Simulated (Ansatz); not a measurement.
# AlCl− (doublet): from Hartree-Fock to the top rungs, aug-cc-pVDZ

Aim: climb from Hartree-Fock through coupled cluster for AlCl− (doublet) at one geometry and basis, and see what each rung misses.

The runs use Ansatz 0.2.0, Gaussian basis; aug-cc-pVDZ, core rule «outside noble gas», up to 10 orbitals frozen.

Plan: UHF; CCSD(T) on ROHF; CCSD(T) on UHF; BCCD(T) on ROHF; CISD; CCSDT(Q) on ROHF; CCSDT(Q) on UHF.

24 further runs of the same task are left out: 11 for a known fault of the program, 6 that didn't finish, 7 set aside as unsound or not needed.

## 1. The system

The geometry is a PBE0/def2-TZVPD stationary point (not a proven minimum).

2 atoms, charge -1, spin multiplicity 2.

Atoms are counted from 1 here; the program's logs count them from 0.

Bond lengths: Al1–Cl2 2.304 Å.

## 2. UHF

in.yaml reads:

```yaml
crystal:
  periodic: [false, false, false]
  atoms:
    - {symbol: Al, position_ang: [0.000000, 0.000000, 0.000000]}
    - {symbol: Cl, position_ang: [0.000000, 0.000000, 2.303900]}
basis:
  gaussian: {orbitals: aug-cc-pVDZ}
total_charge: -1
magnetization: {spin_polarized: true, initial_magnetization: 1}
hamiltonian: {xc: hf}
output: {orbitals: {seedname: orbitals}}
```

On the command line:

```bash
$ ansatz run in.yaml --threads 1 --pin off --events-out ev --progress --plain --max-ram 2393MiB
```

Further steps of the session: CCSD(T) on ROHF; CCSD(T) on UHF; BCCD(T) on ROHF; CISD; CCSDT(Q) on ROHF; CCSDT(Q) on UHF.

**Question.** What will the summary of the whole plan be? Wanted: UCCSDT(Q) below the RHF energy; RMP2 from UCCSDT(Q); UMP2 from UCCSDT(Q); RCCSD from UCCSDT(Q); RCCSD(T) from UCCSDT(Q); UCCSD(T) from UCCSDT(Q); RCCSDT(Q) from UCCSDT(Q); T1 diagnostic.

**Answer**, as computed:

```
                         quantity                                                   value
   UCCSDT(Q) below the RHF energy                                              -6.3911 eV
              RMP2 from UCCSDT(Q)                                         +20.46 kcal/mol
              UMP2 from UCCSDT(Q)                                         +20.83 kcal/mol
             RCCSD from UCCSDT(Q)                                          +5.29 kcal/mol
          RCCSD(T) from UCCSDT(Q)                                          +0.88 kcal/mol
          UCCSD(T) from UCCSDT(Q)                                          +0.88 kcal/mol
         RCCSDT(Q) from UCCSDT(Q)                                          +0.02 kcal/mol
levels within 1 kcal/mol (43 meV)  RCCSD(T), UCCSD(T), BCCD(T), RCCSDT, UCCSDT, RCCSDT(Q)
                    T1 diagnostic                                                   0.020
```

What this shows: RCCSD(T) misses by +0.88 kcal/mol, 0.6 % of the correlation energy. These misses are within one basis, not against nature; the frozen cores of restricted and unrestricted runs differ, which can shift their rows.
